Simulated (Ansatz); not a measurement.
## Cl–BH–F: how the atomization moves with the basis

Cl–BH–F, singlet; coordinates (Å): Cl 0.000 -0.064 1.047; B 0.000 0.557 -0.580; F 0.000 -0.289 -1.583; H 0.000 1.729 -0.783. Quantity: atomization.

Ansatz 0.2.0, basis cc-pVDZ or cc-pVTZ; geometries are PBE0/def2-TZVP minima. Wave-function levels freeze the cores; HF, MP2 and coupled cluster are restricted for singlets and unrestricted otherwise, atoms included, Kohn–Sham unrestricted where that lies lower. The reference is CCSDT(Q) (coupled cluster only where its series has nearly closed). Semilocal and hybrid functionals correlate all electrons outside any core potential and usually lie nearer their basis limit than the reference, so part of their error here is the reference's basis and frozen-core error; RPA and the MP2 part of double hybrids freeze the same cores as the reference. None of these values is a measured one. Energies are electronic, without zero-point terms. No spin–orbit coupling and no scalar relativity. The species are chosen: bound, without strong static correlation by their natural occupations or amplitudes, in their lowest spin state as far as vertical gaps and like structures tell, and with a ladder that closes on the reference, so errors are smaller than for species at large; levels whose determinant breaks symmetry or spin markedly are left out.

```tsv
level	cc-pVDZ (kJ/mol)	cc-pVTZ (kJ/mol)
reference	1390.3 (CCSDT(Q))	1469.2 (CCSDT(Q))
MP2	1446.5	1531.4
CCSD	1373.0	1445.0
CCSD(T)	1388.9	1469.3
CCSDT	1388.8	1467.8
PBE	1527.3	1545.6
PBE0	1486.2	1511.5
B2PLYP	1457.0	1502.0
```

From cc-pVDZ to cc-pVTZ the reference moves by 78.9 kJ/mol and PBE by 18.3; the step from CCSD(T) to the reference is 1.4 in the first and -0.1 in the last.
